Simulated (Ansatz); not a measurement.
Relaxation of H9NSi2 (12 atoms, charge 0, multiplicity 1), to a largest force component of 0.03 eV/Å in at most 50 steps.

Computed with RKS BLYP/def2-mTZVP in Ansatz.

```xyz
12
Properties=species:S:1:pos:R:3
Si -0.108 0.258 0.170
N -0.285 0.444 1.945
H -1.061 1.048 2.227
H -0.268 -0.382 2.533
H 1.280 0.539 -0.294
H -1.013 1.288 -0.420
H -0.509 -1.079 -0.365
Si 1.738 -2.456 1.179
H 0.547 -3.348 1.137
H 2.307 -2.293 -0.185
H 2.764 -3.054 2.080
H 1.320 -1.154 1.718
```

Where does it end, and by what steps?

It converged. The force dipped under the threshold on the way, but the program's further checks kept it going. After 30 steps the energy has fallen by 0.371 eV; H7 moved furthest, 1.73 Å.

```tsv
step	energy less start (eV)	largest force component (eV/Å)	accepted
0	0.0000	0.854	yes
2	-0.2727	0.395	yes
4	-0.2568	0.750	no
6	-0.3377	0.179	yes
8	-0.3457	0.726	no
10	-0.3597	0.112	yes
12	-0.3634	0.060	yes
14	-0.3656	0.118	yes
16	-0.3665	0.094	yes
18	-0.3676	0.046	yes
20	-0.3681	0.052	yes
22	-0.3688	0.066	yes
24	-0.3698	0.041	yes
26	-0.3703	0.033	yes
28	-0.3708	0.021	yes
30	-0.3710	0.021	yes
```

```xyz
12
Properties=species:S:1:pos:R:3
Si -0.784 1.280 -0.077
N -0.435 0.714 1.540
H -1.207 0.473 2.160
H 0.340 0.067 1.685
H 0.490 1.785 -0.664
H -1.783 2.382 0.035
H -1.346 0.274 -1.040
Si 2.290 -3.437 1.616
H 1.306 -4.555 1.593
H 3.004 -3.367 0.310
H 3.272 -3.653 2.716
H 1.566 -2.152 1.848
```

Run time: 22 s on 2 threads of Intel(R) Xeon(R) 6975P-C (Granite Rapids), with other jobs on the host, peak memory 0.14 GiB.
